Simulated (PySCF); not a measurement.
## A barrier at the coupled-cluster level

Start structure (CH6SSi, singlet), relaxed at PBE0-D4/def2-TZVP:

| atom | x (Å) | y (Å) | z (Å) |
| --- | --- | --- | --- |
| Si1 | -0.7235 | -0.1972 | 0.2454 |
| H2 | -0.7679 | -0.5984 | 1.6769 |
| S3 | -0.5891 | -1.9337 | -1.0028 |
| H4 | 0.5618 | -2.3704 | -0.4631 |
| H5 | -2.0274 | 0.4049 | -0.1322 |
| C6 | 0.6808 | 0.9970 | -0.0354 |
| H7 | 0.7156 | 1.3128 | -1.0798 |
| H8 | 0.5569 | 1.8832 | 0.5930 |
| H9 | 1.6391 | 0.5357 | 0.2146 |

The step: CH₆SSi ([CH3][SiH2][SH]) → CH₄SSi ([CH3][SiH][S]) + H₂; bonds formed: H2–H4; bonds broken: Si1–H2, S3–H4. Computed with PySCF 2.14 with density fitting (its default auxiliary sets; JK sets also for MP2 and CCSD(T)) (basis: def2-TZVPP and def2-QZVPP); correlated methods freeze the cores. Extrapolation: Hartree–Fock as exp(−7.88 √X), correlation as X^−2.97. Energies below are by CCSD(T) at an estimated basis limit (MP2 extrapolated from triple and quadruple zeta, plus CCSD(T) − MP2 in triple zeta).

Problem. What are the electronic barrier and the energy of the step, from the start structure to the end structure? (An estimate is asked for; the value comes from the calculation.)

Solution. Computed: Barrier 2.195 eV; step energy 1.235 eV (uphill); reverse barrier, their difference, 0.960 eV. Barrier and step energy count from the start structure, the reverse barrier from the end structure.

The saddle point: One imaginary mode of 1135i cm⁻¹.
```csv
pair,start (Å),saddle (Å),end (Å)
H2–H4,3.08,0.97,0.75
Si1–H2,1.49,1.71,3.27
S3–H4,1.34,1.88,3.56
```

Zero-point energy (harmonic, PBE0-D4): ZPE is 1.718 eV at the start and 1.646 eV at the saddle, so the barrier goes from 2.195 to 2.123 eV.

First-order rate constant out of the start structure at 898 K by transition-state theory, with harmonic vibrational free energies alone and no tunnelling: ΔA‡ = 2.224 eV, so k = (kB T/h) exp(−ΔA‡/kB T) ≈ 10^1 s⁻¹ (an order of magnitude at best: rotation, the number of equivalent paths and anharmonicity are left out).

The T1 diagnostic stays at or below 0.017.

Labels in which every atom is bracketed show which atoms are joined, not bond orders.

For scale, one of the runs: CCSD(T)/def2-TZVPP, 199 basis functions, launched by `OMP_NUM_THREADS=4 python run.py`. Time: 4.7 min of wall clock on 4 CPU threads of an Arm Neoverse V2; the host was shared. Peak host memory: 2.1 GiB.
